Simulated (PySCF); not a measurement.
Gas-phase reaction: 2 BClF + 3 Cl₂ = 2 BCl₃ + 2 ClF

Method: PySCF energies plus ideal-gas RRHO corrections (1 bar). Table values come from the NASA 1993 polynomials. After a fit of one offset per element over all species, the range-separated, M06-2X, PBE0/def2-QZVP and CCSD(T)/def2-TZVPP enthalpies, where run, lie to one side of the table for BClF (+50 kJ/mol): a fault of the table's entry, another state or a shared error of the levels is possible; this was not checked at source. † marks an energy on the PBE0/def2-TZVP geometry and frequencies; other levels use their own. CCSD(T) freezes the core. 6-31G* has spherical d functions here. Open shells (unrestricted): BClF (multiplicity 2); the rest are closed-shell singlets. B3LYP is the form with VWN-RPA correlation. For this reaction the table lies outside the span of B3LYP, CCSD(T), M06-2X, MP2, PBE0, r2SCAN, ωB97M-V, ωB97X-V in their largest bases here; which side is off was not settled. CCSD(T) isn't extrapolated to the basis-set limit; its ΔH°(298 K) is -456.4 kJ in def2-SVP and -407.3 kJ in def2-TZVPP. The harmonic model lacks anharmonicity and excited electronic states, which grow with temperature; levels with a mode under 35 cm⁻¹ are left out. The table's entry may be an old estimate for BClF, ClF (not checked at source).

```csv
level,"ΔH°(298 K), kJ",minus table,"ΔG°(1200 K), kJ"
table,-278.9,-,-65.9
B3LYP/6-31G*,-403.4,-124.5,-186.8
CCSD(T)/def2-SVP†,-456.4,-177.5,-243.2
CCSD(T)/def2-TZVPP†,-407.3,-128.4,-194.1
HF/6-31G*,-339.6,-60.7,-121.2
M06-2X/def2-TZVP†,-373.5,-94.6,-160.2
PBE0/def2-SVP†,-438.2,-159.3,-225.0
PBE0/def2-TZVP,-385.5,-106.6,-172.2
ωB97M-V/def2-TZVP†,-422.1,-143.2,-208.9
```
